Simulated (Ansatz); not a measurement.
Elements on the sites of an ideal bcc lattice, at a guessed lattice constant:

```yaml
crystal:
  lattice:
    - [-4.84508, 4.84508, -1.61503]
    - [-4.84508, -1.61503, 4.84508]
    - [1.61503, 4.84508, 4.84508]
  atoms:
    - { symbol: Al, position: [0.50000, 0.50000, 0.00000] }
    - { symbol: Al, position: [0.60000, 0.10000, 0.10000] }
    - { symbol: Al, position: [0.10000, 0.60000, 0.10000] }
    - { symbol: Al, position: [0.20000, 0.20000, 0.20000] }
    - { symbol: Al, position: [0.80000, 0.30000, 0.30000] }
    - { symbol: Al, position: [0.30000, 0.80000, 0.30000] }
    - { symbol: Al, position: [0.40000, 0.40000, 0.40000] }
    - { symbol: Al, position: [0.50000, 0.00000, 0.50000] }
    - { symbol: Al, position: [0.00000, 0.50000, 0.50000] }
    - { symbol: Al, position: [0.10000, 0.10000, 0.60000] }
    - { symbol: Al, position: [0.90000, 0.90000, 0.40000] }
    - { symbol: Al, position: [0.60000, 0.60000, 0.60000] }
    - { symbol: Al, position: [0.20000, 0.70000, 0.70000] }
    - { symbol: Al, position: [0.30000, 0.30000, 0.80000] }
    - { symbol: Al, position: [0.80000, 0.80000, 0.80000] }
    - { symbol: Al, position: [0.40000, 0.90000, 0.90000] }
    - { symbol: Nb, position: [0.70000, 0.70000, 0.20000] }
    - { symbol: Ta, position: [0.00000, 0.00000, 0.00000] }
    - { symbol: Ta, position: [0.70000, 0.20000, 0.70000] }
    - { symbol: Ta, position: [0.90000, 0.40000, 0.90000] }
```

Cell and atoms were relaxed without symmetry on coarser meshes and computed once more. Computed with DFT PBE, scalar-relativistic, plane waves, PAW (Ansatz 0.2.0).

Cutoff 420 eV; k points 5×5×5 on the computed 20-atom cell (Γ-centred); Gaussian smearing, width 0.10 eV; no spin polarisation.

The relaxation ran on 2×2×2 (shifted) and then 3×3×3 k points with a smearing of 0.1 eV, from sites shaken by 0.02 Å.

Q: What does the relaxation give?

A: A volume of 16.45 Å³/atom and no gap on the mesh. It lies 0.12 eV/atom below the elements' standard states (static lattices, no corrections for gases). The atoms leave their sites by 0.37 Å (root mean square) and 0.43 Å at most, and the cell stretches by up to 7.4 % at fixed volume.

```yaml
crystal:
  lattice:
    - [-4.46099, 4.89790, -1.52769]
    - [-4.45926, -1.48206, 5.03238]
    - [1.45459, 5.07268, 5.20308]
  atoms:
    - { symbol: Al, position: [0.50438, 0.50605, 0.05008] }
    - { symbol: Al, position: [0.60493, 0.08810, 0.05084] }
    - { symbol: Al, position: [0.09042, 0.59983, 0.05583] }
    - { symbol: Al, position: [0.22131, 0.20596, 0.23964] }
    - { symbol: Al, position: [0.80289, 0.28372, 0.25705] }
    - { symbol: Al, position: [0.29938, 0.79803, 0.24821] }
    - { symbol: Al, position: [0.40568, 0.41121, 0.44432] }
    - { symbol: Al, position: [0.49625, 0.98988, 0.45433] }
    - { symbol: Al, position: [0.99269, 0.48225, 0.46234] }
    - { symbol: Al, position: [0.10097, 0.09503, 0.64615] }
    - { symbol: Al, position: [0.90263, 0.90661, 0.43861] }
    - { symbol: Al, position: [0.60064, 0.61149, 0.65215] }
    - { symbol: Al, position: [0.18124, 0.68524, 0.65775] }
    - { symbol: Al, position: [0.30462, 0.29892, 0.84825] }
    - { symbol: Al, position: [0.80480, 0.81098, 0.85283] }
    - { symbol: Al, position: [0.39355, 0.90208, 0.84373] }
    - { symbol: Nb, position: [0.70230, 0.68345, 0.25602] }
    - { symbol: Ta, position: [0.01803, 0.01588, 0.04086] }
    - { symbol: Ta, position: [0.69332, 0.20094, 0.65123] }
    - { symbol: Ta, position: [0.88772, 0.40154, 0.86647] }
```

The final mesh leaves forces up to 0.12 eV/Å and stresses up to 0.4 GPa: the relaxation ran on a coarser mesh, so the cell's shape, its bonds and its energy belong partly to that mesh.

Spin-orbit coupling is left out, which matters for the bands of heavy elements.

Cost: 2 runs of about 5.5 core-minutes in all (earlier runs that led there not counted), on Intel Xeon Platinum 8259CL (Skylake/Cascade Lake) (shared hosts).